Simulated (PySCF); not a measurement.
Single point on AlCl

State: ¹Σ⁺ (singlet), closed shell.

An equivalent input (the run itself took its basis sets from the Basis Set Exchange, started from a PBE0 density and held the occupation σ 9α 9β, πx 3α 3β, πy 3α 3β):

```python
from pyscf import gto, scf, cc
mol = gto.M(atom='Al 0 0 0; Cl 0 0 2.154', basis={'Al': 'def2-TZVPPD', 'Cl': 'def2-TZVPPD'},
            charge=0, spin=0, verbose=4, symmetry='C2v')
mf = scf.RHF(mol)
mf.irrep_nelec = {'A1': 18, 'B1': 6, 'B2': 6}
mf.conv_tol = 1e-9
mf.max_cycle = 60
mf.diis_space = 10
mf.kernel()
mycc = cc.CCSD(mf, frozen=[0, 1, 2, 3, 4, 5, 6, 7, 8, 9, 98])
mycc.run(conv_tol=1e-7, conv_tol_normt=1e-5, max_cycle=80, diis_space=8)
et = mycc.ccsd_t()
```

The SCF ended at -701.49908938 hartree. The coupled-cluster part of the log:

```
******** <class 'pyscf.cc.ccsd.CCSD'> ********
CC2 = 0
CCSD nocc = 5, nmo = 88
frozen orbitals [0, 1, 2, 3, 4, 5, 6, 7, 8, 9, 98]
max_cycle = 80
direct = 0
conv_tol = 1e-07
conv_tol_normt = 1e-05
diis_space = 8
diis_start_cycle = 0
diis_start_energy_diff = 1e+09
Init t2, MP2 energy = -701.741666047084  E_corr(MP2) -0.24257667068357
Init E_corr(CCSD) = -0.242576670684178
cycle = 1  E_corr(CCSD) = -0.259767925752572  dE = -0.0171912551  norm(t1,t2) = 0.0519034
cycle = 2  E_corr(CCSD) = -0.265890231101309  dE = -0.00612230535  norm(t1,t2) = 0.0217238
cycle = 3  E_corr(CCSD) = -0.268456681298352  dE = -0.0025664502  norm(t1,t2) = 0.011003
cycle = 4  E_corr(CCSD) = -0.2690148266232  dE = -0.000558145325  norm(t1,t2) = 0.00333621
cycle = 5  E_corr(CCSD) = -0.26885337118967  dE = 0.000161455434  norm(t1,t2) = 0.000795843
cycle = 6  E_corr(CCSD) = -0.268839906578797  dE = 1.34646109e-05  norm(t1,t2) = 0.00019004
cycle = 7  E_corr(CCSD) = -0.268846180611075  dE = -6.27403228e-06  norm(t1,t2) = 6.77423e-05
cycle = 8  E_corr(CCSD) = -0.268847185087586  dE = -1.00447651e-06  norm(t1,t2) = 1.61821e-05
cycle = 9  E_corr(CCSD) = -0.268846649729407  dE = 5.35358179e-07  norm(t1,t2) = 6.14958e-06
cycle = 10  E_corr(CCSD) = -0.268846644632592  dE = 5.09681547e-09  norm(t1,t2) = 1.97138e-06
CCSD converged
E(CCSD) = -701.7679360210335  E_corr = -0.2688466446325916
CCSD(T) correction = -0.0114967579081313
```

T1 diagnostic 0.012, D1 0.025, 10 electrons correlated, 1 of the virtual orbitals (those above 20 hartree) left out.

Repeating this along the bond gives Re = 2.150 Å and ωe = 478 cm⁻¹.

A point of this curve took 14 CPU seconds beside 0.84 for the integrals, on Arm Neoverse V2 (shared host).

Correlated steps freeze 10 core orbitals.
